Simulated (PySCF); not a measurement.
Simulated outer-valence photoelectron spectrum of `C(#CCCl)C#C`. Method: EOM-IP-CCSD/aug-cc-pVDZ in PySCF, restricted Hartree–Fock reference, 10 core orbitals frozen, non-relativistic, gas phase, PBE0-D3(BJ)/def2-SVP geometry.

Each root has a Gaussian of 0.8 eV full width with its one-hole share as area; cross sections and vibrations are left out, and the highest printed point is 100.

```tsv
ionisation energy (eV)	intensity
8.8	0
9.0	2
9.2	10
9.4	30
9.6	63
9.8	94
10.0	100
10.2	76
10.4	42
10.6	21
10.8	25
11.0	49
11.2	83
11.4	100
11.6	87
11.8	58
12.0	41
12.2	51
12.4	80
12.6	99
12.8	88
13.0	55
13.2	25
13.4	8
13.6	2
13.8	0
14.0	1
14.2	4
14.4	13
14.6	29
14.8	45
15.0	50
15.2	39
15.4	23
15.6	16
15.8	22
16.0	37
16.2	49
16.4	46
16.6	30
16.8	14
17.0	5
17.2	1
17.4	0
```

**Question.** Where are the maxima, and how many lines lie under the curve?

**Answer.** 5 maxima, at 9.9, 11.4, 12.6, 15.0 and 16.3 eV, from 8 lines. At this width some lines have no maximum of their own.

**Question.** List the lines with their holes.

**Answer.** 
| E (eV) | leading hole (HF orbital) | area | Koopmans (eV) |
| --- | --- | --- | --- |
| 9.91 | HOMO | 0.96 | 9.94 |
| 9.97 | HOMO-1 | 0.96 | 9.99 |
| 11.36 | HOMO-2 | 0.95 | 12.29 |
| 11.47 | HOMO-3 | 0.95 | 12.47 |
| 12.62 | HOMO-4 | 0.94 | 13.29 |
| 12.65 | HOMO-5 | 0.93 | 13.39 |
| 14.96 | HOMO-6 | 0.94 | 15.95 |
| 16.26 | HOMO-7 | 0.93 | 17.84 |

The widest gap, 2.31 eV, lies between 12.65 and 14.96 eV. Only orbitals with −ε under 21 eV, eight at most, were ionised, so the high end of the curve may lack lines.
